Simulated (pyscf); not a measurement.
Thermochemistry of product channels of Ag• + water (H₂O) on the doublet surface, in eV, from ωB97M-D3(BJ)/def2-TZVP energies (ideal gas, 1 atm, RRHO with modes under 100 cm⁻¹ raised to 100, one conformer, R ln 2 for chiral ones without a mode under 150 cm⁻¹). PySCF, gas phase, ωB97X-D3(BJ)/def2-SVP geometries.

```
products                         ΔE  ΔH(298 K)  ΔG(900 K)  ΔG(1200 K)
-----------------------  ----------  ---------  ---------  ----------
[O–Ag]• + hydrogen (H₂)       +3.20      +2.94      +2.82       +2.76
HO–Ag + H atom (H•)      (withheld)      +2.66      +2.56       +2.50
```

Problem. Complete the blanks.

Solution. 
- HO–Ag + H atom (H•), ΔE: +2.92

These are energies of the channels, which say nothing of barriers. The term symbol of open-shell •O–Ag was not checked; spin-orbit terms and orbital degeneracy are left out. Open-shell species with a d-block atom are single-reference here; other states, and whether the spin sits on metal or ligand, were not checked. Elements past Kr carry the def2 core potentials, without spin-orbit coupling.
